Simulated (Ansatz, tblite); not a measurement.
# The cluster HfSe₂+: rung by rung

Aim: run the doublet of the cluster HfSe₂+ at one geometry on many levels, and compare frontier levels, spin and run time.

Program: Ansatz 0.2.0, Gaussian basis. Level of theory: as each input shows. These are calculated values, not measurements.

Levels to be run: GFN1-xTB, GFN2-xTB, PBE-D4/def2-TZVP, r2SCAN-D4/def2-TZVP, ωB97X-V/def2-TZVP, r2SCAN0-D4/def2-TZVP, B3LYP-D4/def2-TZVP, LC-ωPBE/def2-TZVP, HF/def2-TZVP, PBE-D4/def2-SVP, PBE0-D4/def2-SVP, CCSD(T)/def2-TZVP, RPA/def2-TZVP.

### Step 1. The structure

The doublet was relaxed beforehand with PBE0-D4/def2-TZVP. At that level it is the lowest of the isomers that a small search found.

3 atoms, charge 1, spin multiplicity 2.

Bond lengths: Hf1–Se2 2.345 Å, Hf1–Se3 2.345 Å. Angles: Se2–Hf1–Se3 90.0°.

Coordinates:

```xyz
3
charge 1, multiplicity 2
Hf   -0.24074    0.75996    0.76562
Se    1.28950   -1.01010    0.61033
Se   -1.04876    0.25014   -1.37595
```

Hf takes a core potential in the def2 sets. No spin-orbit coupling is included. The ion is computed in the gas phase, without counter-ions or solvent.

PBE0-D4/def2-TZVP was run before; its log isn't repeated, and its numbers join the tables.

### Step 2. GFN1-xTB

Tight binding, by tblite at 300 K electronic temperature and without a spin-polarisation term:

```python
tblite.interface.Calculator('GFN1-xTB', numbers, positions, charge=1, uhf=1).singlepoint()
```

Energy -199.5896 eV; 0.003 s.

### Step 3. GFN2-xTB

Tight binding, by tblite at 300 K electronic temperature and without a spin-polarisation term:

```python
tblite.interface.Calculator('GFN2-xTB', numbers, positions, charge=1, uhf=1).singlepoint()
```

Energy -201.8480 eV; 0.003 s.

### Step 4. PBE-D4/def2-TZVP

start.molden holds the orbitals of an earlier run on this state, given as this run's starting guess.

The input, in.yaml:

```yaml
crystal:
  periodic: [false, false, false]
  atoms:
    - {symbol: Hf, position_ang: [-0.240741, 0.759961, 0.765622]}
    - {symbol: Se, position_ang: [1.289497, -1.010104, 0.610327]}
    - {symbol: Se, position_ang: [-1.048757, 0.250143, -1.375950]}
basis:
  gaussian: {orbitals: def2-TZVP, initial_orbitals: start.molden}
total_charge: 1
magnetization: {spin_polarized: true, initial_magnetization: 1}
hamiltonian: {xc: pbe, dispersion: d4}
scf: {omitted_lower_state_checks: [starts]}
output: {orbitals: {seedname: orbitals}}
```

Run with:

```console
$ ansatz run in.yaml --threads 4 --pin off --events-out ev --progress --plain --max-ram 3916MiB
```

The runs that follow: r2SCAN-D4/def2-TZVP; ωB97X-V/def2-TZVP; r2SCAN0-D4/def2-TZVP; B3LYP-D4/def2-TZVP; LC-ωPBE/def2-TZVP; HF/def2-TZVP; PBE-D4/def2-SVP; PBE0-D4/def2-SVP; CCSD(T)/def2-TZVP; RPA/def2-TZVP.

**Question.** What will the summary of the whole plan be? Wanted: gap in def2-TZVP, named functionals and Hartree-Fock, smallest and largest; correlation energy, CCSD(T)/def2-TZVP; ⟨S²⟩ in def2-TZVP, named functionals and Hartree-Fock, smallest and largest; PBE0 total energy, smallest basis above largest.

The runs gave:

| quantity | value |
| --- | --- |
| gap in def2-TZVP, named functionals and Hartree-Fock, smallest and largest | 0.83 eV (PBE-D4), 8.19 eV (HF) |
| correlation energy, CCSD(T)/def2-TZVP | -22.06 eV |
| ⟨S²⟩ in def2-TZVP, named functionals and Hartree-Fock, smallest and largest | 0.761, 1.027 |
| PBE0 total energy, smallest basis above largest | 16.26 eV (def2-SVP, def2-TZVP) |

In words: Over the named functionals and Hartree-Fock in def2-TZVP the gap runs from 0.83 eV (PBE-D4) to 8.19 eV (HF); exact exchange widens it. Over the named functionals and Hartree-Fock in def2-TZVP spin contamination reaches 0.28 (HF). Notes on CCSD(T)/def2-TZVP: spin contamination.
